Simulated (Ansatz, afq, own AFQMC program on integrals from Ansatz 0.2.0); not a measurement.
**AlN (triplet): AFQMC on the coupled-cluster ladder at distance Al1–N2 = 2.527 Å, 6-31G**

An exercise on one series of results from a longer session: the logs are not shown, and one member is left open.

The runs use Ansatz 0.2.0, Gaussian basis, and an in-house AFQMC program (afq) on its integrals; all values are calculated; 6-31G, frozen cores.

Plan: Full CI; PBE (unrestricted); r2SCAN (unrestricted); PBE0 (unrestricted); B3LYP (unrestricted); wB97M-V (unrestricted); B2PLYP (unrestricted); CCSD(T) on UHF; Full CI; Full CI (quintet); CCSDT(Q) on UHF; CCSDTQ on UHF; Phaseless AFQMC, CISD trial on UHF; Phaseless AFQMC, single-determinant trial on UHF; CCSD(T) on ROHF; Full CI; CCSDT(Q) on ROHF; CCSDTQ on ROHF; Phaseless AFQMC, CISD trial on ROHF; Phaseless AFQMC, single-determinant trial on ROHF.

2 further runs of the same task are left out: 2 that didn't finish.

## The geometry

The geometry derives from a PBE0/def2-TZVP stationary point (not a proven minimum). One bond is set to the value named and the two fragments are kept rigid.

2 atoms, charge 0, spin multiplicity 3.

Atoms are counted from 1 here; the program's logs count them from 0.

No contacts short enough for the rule that draws bonds.

The first run:

The input, in.yaml:

```yaml
crystal:
  periodic: [false, false, false]
  atoms:
    - {symbol: Al, position_ang: [0.000000, 0.000000, 0.000000]}
    - {symbol: N, position_ang: [0.000000, 0.000000, 2.527000]}
basis:
  gaussian: {orbitals: 6-31G}
magnetization: {spin_polarized: false, initial_magnetization: 2}
correlation: {method: fci, electrons: outside_noble_gas}
```

On the command line:

```
$ ansatz run in.yaml --threads 1 --pin off --events-out ev --progress --plain --max-ram 24576MiB --backend cuda --devices 0, --max-vram 18GiB
```

Among the steps run: Full CI; PBE (unrestricted); r2SCAN (unrestricted); PBE0 (unrestricted); B3LYP (unrestricted); wB97M-V (unrestricted); B2PLYP (unrestricted); CCSD(T) on UHF; Full CI (quintet); CCSDT(Q) on UHF; CCSDTQ on UHF; Phaseless AFQMC, CISD trial on UHF; Phaseless AFQMC, single-determinant trial on UHF; CCSD(T) on ROHF; CCSDT(Q) on ROHF; CCSDTQ on ROHF; Phaseless AFQMC, CISD trial on ROHF; Phaseless AFQMC, single-determinant trial on ROHF.

One of the session's tables, all rows but one given; the rest of the session is left out.

It belongs to the step «AFQMC on the ladder». On the ROHF determinant, counted from full CI (exact for this spin and basis):

| level | from full CI (meV) |
| --- | --- |
| HF | +3302.2 |
| MP2 | +903.9 |
| CCSD | +103.9 |
| CCSD(T) | +33.8 |
| CCSDT(Q) | +1.0 |
| CCSDTQ | +0.1 |
| full CI | 0.0 |
| Phaseless AFQMC, CISD trial, step 0.005, 4000 walkers | +25.9 |
| Phaseless AFQMC, single-determinant trial, step 0.005, 4000 walkers | ? |

Q: Estimate the row for Phaseless AFQMC, single-determinant trial, step 0.005, 4000 walkers from the others.

**Answer.** from full CI (meV): +147.3. In the column «from full CI (meV)» it lies between CCSD (+103.9) and MP2 (+903.9).
